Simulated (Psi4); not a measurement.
**O2: a line through the functionals**

The species is O2 (2 atoms), meant as a triplet with charge 0. As SMILES, `O=O`. Geometry: relaxed at PBE0-D4/def2-TZVP.

The electronic atomisation energy y, in eV, basis aug-cc-pVTZ; a is the functional's share of exact exchange. Programs: Psi4 1.11.

| functional | program | a | y (eV) |
| --- | --- | --- | --- |
| U-revPBE | Psi4 | 0 | 5.79 |
| U-r2SCAN | Psi4 | 0 | 5.60 |
| UTPSSh | Psi4 | 0.1 | 5.19 |
| UB3LYP | Psi4 | 0.2 | ? |
| UPBE0 | Psi4 | 0.25 | 5.38 |
| UBHLYP | Psi4 | 0.5 | 4.34 |

Question: Fit y = c + s·a to the known rows and predict UB3LYP.

Answer: 
1. Means of the 5 rows: a = 0.1700, y = 5.260.
2. Σ(Δa)² = 0.178, Σ(Δa·Δy) = -0.437, so the slope is -0.437/0.178 = -2.4551.
3. Intercept: 5.260 − (-2.4551) × 0.1700 = 5.677. The largest residual of the fit is 0.32.
4. UB3LYP: 5.677 + (-2.4551) × 0.2 = 5.19 eV.

The run gave 5.33 eV, so the prediction is off by -0.14 eV, within the scatter of the fit.
